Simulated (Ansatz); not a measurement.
Input for Ansatz (development build ahead of 0.2.0):

```yaml
crystal:
  periodic: [false, false, false]
  atoms:
    - { symbol: S, position_ang: [0.0, 0.0, -1.09075] }
    - { symbol: S, position_ang: [0.0, 0.0, 1.09075] }
basis:
  gaussian: { orbitals: def2-SVP }
total_charge: -1
magnetization:
  initial_magnetization: 1
hamiltonian:
  xc: hf
correlation:
  method: mp2
  frozen_orbitals: { S: 5 }
```

The input is written out in the form of the current development build from the run's settings. Correlation on restricted open-shell orbitals is semicanonical, with singles.

Output:

| Property | Result |
| --- | --- |
| Converged | yes |
| Reference energy | -794.79979 hartree |
| Correlation energy | -0.24222 hartree |
| Total energy | -795.04201 hartree |
| Spin squared of the determinant | 0.750 |
| Stability test | minimum among restricted orbitals |

Messages of the program:
```
mean field -21627.60403179 eV, -794.7997884519 hartree, gradient 6.2e-6 eV, S^2 0.750000; 6 other ends of a descent, 0 dependent functions left out
```

Caution: no diffuse functions for an anion.
